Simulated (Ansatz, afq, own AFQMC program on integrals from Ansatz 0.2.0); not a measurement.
N, quartet: AFQMC among the cluster methods

A free N atom.

Basis cc-pVDZ. Noble-gas cores (and the filled d shells of Ga–Kr and In–Xe) are frozen. AFQMC by an in-house program on the Cholesky factors that Ansatz 0.2.0 writes for its CCSD(T) run. The CISD trial takes its coefficients from CCSD amplitudes. Released means that phaseless walkers are propagated on without the constraint, phases kept. Free projection: walkers drawn from exp(T), propagated without any constraint. Its projection time is finite, and what remains of the start isn't in its error. Uncertainties: one standard error, sampling alone.

Determinant: UHF, the one that the program's search chose, which needn't be the lowest solution.

Full CI on the same integrals is exact in this basis and with this determinant's frozen core.

The T1 diagnostic is 0.0036 and the weight of the determinant in the CISD state is 0.971. The ⟨S²⟩ of the determinant is 3.754 and the size of the correlated space is 5 electrons in 13 orbitals.

```tsv
level	correlation energy (eV)
MP2	-1.9249
CCSD	-2.3608
CCSD(T)	-2.3779
```

Question: Estimate where phaseless AFQMC with a CISD trial lies against CCSD(T) on the same integrals.

Answer: 0.4 ± 0.02 kJ/mol below CCSD(T).

Reference: full CI, correlation energy -2.383 eV. The released energy is read at 1.50 1/Eh (meV from the phaseless value at times in 1/Eh: -0.6 ± 0.3 at 0.24, -0.68 ± 0.22 at 0.50, -0.64 ± 0.24 at 1.00, -0.4 ± 0.3 at 1.50).

| level | E − E(reference) (kJ/mol) | share of correlation (%) |
| --- | --- | --- |
| CCSD(T) | 0.5 | 99.80 |
| CCSDT | 0.1 | 99.95 |
| CCSDT(Q) | 0.0 | 99.99 |
| CCSDTQ | 0.0 | 100.00 |
| ph-AFQMC/HF | 1.5 ± 1.1 | 99.34 |
| ph-AFQMC/CISD | 0.0 ± 0.02 | 99.99 |
| released AFQMC | 0.0 ± 0.03 | 100.01 |
| free AFQMC | 0.0 ± 0.02 | 100.02 |

CCSDT and higher add their correlation energy to the determinant of the CCSD(T) run, since their own runs factorise the integrals more tightly (a shift of under 2 meV). Free projections are given only where their last times agree within the noise and don't stop above the reference; a slow remainder of the start can still hide under it. A walk keeps the symmetry of its determinant, which the program's search chose and which needn't be the lowest solution, so a lower state of the same spin and another symmetry isn't excluded. Released energies are given only where the last usable release times agree within the noise; a slower fall can still hide under it.
